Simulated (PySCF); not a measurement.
NO₂, SMILES [O]N=O, multiplicity 2.

Coordinates come from a ωB97X-D3(BJ)/def2-TZVP optimisation.

Two levels are set side by side: PBE/def2-TZVPD (PySCF) and r2SCAN/def2-TZVPD (PySCF). Same geometry, gas phase. Differences are taken from unrounded values.

```tsv
quantity	PBE
α-spin orbital gap (eV)	2.98
β-spin orbital gap (eV)	3.49
dipole moment (D)	0.28
mean polarisability (bohr³)	19.1
```

These are the PBE values. What does r2SCAN give? (An estimate is asked for; the answer gives what the named calculation found.)


```tsv
quantity	r2SCAN	PBE minus r2SCAN
α-spin orbital gap (eV)	3.56	-0.58
β-spin orbital gap (eV)	4.07	-0.58
dipole moment (D)	0.30	-0.03
mean polarisability (bohr³)	18.4	0.7
```

Rough cost on one machine, each run with all the roots and properties that it gave: r2SCAN against PBE about 2 times.
